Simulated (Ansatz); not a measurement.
Input file:

```yaml
crystal:
  periodic: [false, false, false]
  atoms:
    - {symbol: Si, position_ang: [-0.103589, 0.000000, 0.000000]}
    - {symbol: H, position_ang: [-0.598461, 1.399708, 0.000000]}
    - {symbol: H, position_ang: [-0.598461, -0.699854, 1.212183]}
    - {symbol: H, position_ang: [-0.598461, -0.699854, -1.212183]}
    - {symbol: H, position_ang: [1.968411, 0.000000, 0.000000]}
    - {symbol: H, position_ang: [2.713411, 0.000000, 0.000000]}
basis:
  gaussian: {orbitals: aug-cc-pVDZ}
magnetization: {spin_polarized: false, initial_magnetization: 1}
correlation: {active_space: {ras: {orbitals: [4, 1, 62], electrons: 9, max_holes: 2, max_particles: 2}, fixed_orbitals: true}}
scf: {lower_state_search: light}
```

```sh
$ ansatz run in.yaml --threads 1 --pin off --events-out ev --progress --plain --max-ram 2393MiB
```

Log:

```
695 factors; integrals over basis functions are off by at most 9.0e-4 eV
mean field evaluation 1: about -7937.5786 eV, gradient 9.6e0 eV
mean field evaluation 2: about -7937.5782 eV, gradient 9.6e0 eV
mean field evaluation 4: about -7938.3767 eV, gradient 4.7e-1 eV
mean field evaluation 8: about -7938.3804 eV, gradient 5.0e-4 eV
mean field -7938.38040348 eV, -291.7300990004 hartree, gradient 2.0e-6 eV, S^2 0.750000; 0 other end points of the search recorded, 0 dependent functions left out
reference -7938.38040348 eV, -291.7300990004 hartree; 10, 9 occupied and 62, 63 virtual orbitals, 695 factors
state -7942.75969893 eV, -291.8910351398 hartree
Total energy: -7942.75969893 eV, -291.8910351398 hartree
```

Natural occupations: 1.9706 1.9679 1.9594 1.9594 0.9896 0.0199 0.0184 0.0184 0.0167 0.0094 0.0094 0.0080 0.0069 0.0069 0.0046 0.0040 0.0039 0.0039 0.0031 0.0031 0.0031 0.0022 0.0018 0.0018.

Ran on 1 thread of Arm Neoverse N1, shared host: 10 s wall, 0.21 GiB peak host memory.
